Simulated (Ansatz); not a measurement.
```xyz
8

F    -0.8816   -0.9432    1.1782
C    -0.7009    0.0552    0.2913
F    -0.8070    1.2290    0.9450
C     0.7009   -0.0552   -0.2913
F     0.8808    0.9424   -1.1793
F     0.8077   -1.2296   -0.9437
H    -1.4708   -0.0016   -0.4849
H     1.4708    0.0031    0.4848
```

Charge 0, multiplicity 1.

Problem. List the B3LYP/def2-TZVPP orbital energies in eV (Ansatz). (Estimate.)

Solution. Computed: Occupied: -672.65, -672.66, -672.65, -672.65, -281.97, -281.97, -35.35, -34.89, -33.64, -33.36, -21.58, -18.79, -16.59, -16.27, -16.22, -15.34, -15.12, -13.06, -12.56, -12.46, -12.10, -12.00, -11.59, -11.27, -9.69. Lowest empty: 1.12, 1.29, 1.75, 2.07, 3.94, 3.98, 5.56, 5.77.

B3LYP here is the variant with VWN-RPA as its local correlation; programs differ in this.
